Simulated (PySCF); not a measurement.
3-thioxo-1,2-propadien-1-one, C3OS, SMILES O=C=C=C=S, point group C∞v.

Level: B3LYP/pcSseg-1 in PySCF (density fitting, grid level 2); geometry and Hessian at that level, cubic constants and property derivatives from steps of ±0.6 along each species' dimensionless normal coordinates, second-order vibrational perturbation theory. The parent has the commonest isotopes.

Equilibrium geometry (Å):

```
atom        x        y        z
  O1  -2.4858   0.0136  -0.4097
  C2  -1.3341   0.0083  -0.2421
  C3  -0.0695   0.0026  -0.0580
  C4   1.1880  -0.0031   0.1252
  S5   2.7360  -0.0100   0.3507
```

**Question.** Give the equilibrium and ground-state rotational constants (MHz) of parent; ¹³C at 2; ³⁴S at 5; ¹⁸O at 1, ³⁴S at 5; ¹⁸O at 1; ¹³C at 4; ¹³C at 2, ³⁴S at 5.

**Answer.** 
```json
{"species": "parent", "Be": "1404.8", "B0": "1405.1", "harmonic ZPE (cm⁻¹)": "4276"}
{"species": "¹³C at 2", "Be": "1391.1", "B0": "1391.4", "harmonic ZPE (cm⁻¹)": "4227"}
{"species": "³⁴S at 5", "Be": "1368.2", "B0": "1368.5", "harmonic ZPE (cm⁻¹)": "4268"}
{"species": "¹⁸O at 1, ³⁴S at 5", "Be": "1301.6", "B0": "1301.9", "harmonic ZPE (cm⁻¹)": "4232"}
{"species": "¹⁸O at 1", "Be": "1336.9", "B0": "1337.2", "harmonic ZPE (cm⁻¹)": "4240"}
{"species": "¹³C at 4", "Be": "1403.2", "B0": "1403.5", "harmonic ZPE (cm⁻¹)": "4233"}
{"species": "¹³C at 2, ³⁴S at 5", "Be": "1354.5", "B0": "1354.8", "harmonic ZPE (cm⁻¹)": "4219"}
```

**Question.** And its quartic centrifugal distortion constants from the harmonic force field?

**Answer.** Linear top: D = 0.0327 kHz.

A mode lies under 250 cm⁻¹, where this perturbation treatment is rough.
